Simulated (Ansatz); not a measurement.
Geometry optimisation, Ansatz, RKS PBE-D4/def2-TZVP.

Input:

```yaml
crystal:
  periodic: [false, false, false]
  atoms:
    - { symbol: B, position_ang: [0.0, 0.0, 0.0] }
    - { symbol: H, position_ang: [0.0, 0.0, 1.19] }
    - { symbol: Cl, position_ang: [1.6108, 0.0, -0.93] }
    - { symbol: H, position_ang: [-1.0305, 0.0, -0.595] }
basis:
  gaussian: { orbitals: def2-TZVP }
hamiltonian:
  xc: pbe
  dispersion: d4
relax:
  f_tol: 0.02
  max_steps: 40
```

Launched with:

```bash
$ ansatz run input.yaml --threads 1 --pin off --max-ram 2048MiB --backend cpu --events-out ev --progress --plain --runs-dir out
```

Task: Where does it end, and by what steps?

Result: It converged. After 4 steps the energy has fallen by 0.158 eV; Cl3 moved furthest, 0.11 Å.

| step | energy less start (eV) | largest force component (eV/Å) | accepted |
| --- | --- | --- | --- |
| 0 | 0.0000 | 1.884 | yes |
| 1 | -0.1245 | 0.964 | yes |
| 2 | -0.1563 | 0.073 | yes |
| 3 | -0.1575 | 0.046 | yes |
| 4 | -0.1576 | 0.003 | yes |

```xyz
4
Properties=species:S:1:pos:R:3
B 0.011 0.000 -0.007
H 0.053 0.000 1.190
Cl 1.519 0.000 -0.877
H -1.004 0.000 -0.641
```

Time of the run: 2.8 s on 1 thread of AMD EPYC 9R45 96-Core Processor (Zen 5), with other jobs on the host, peak memory 0.13 GiB.
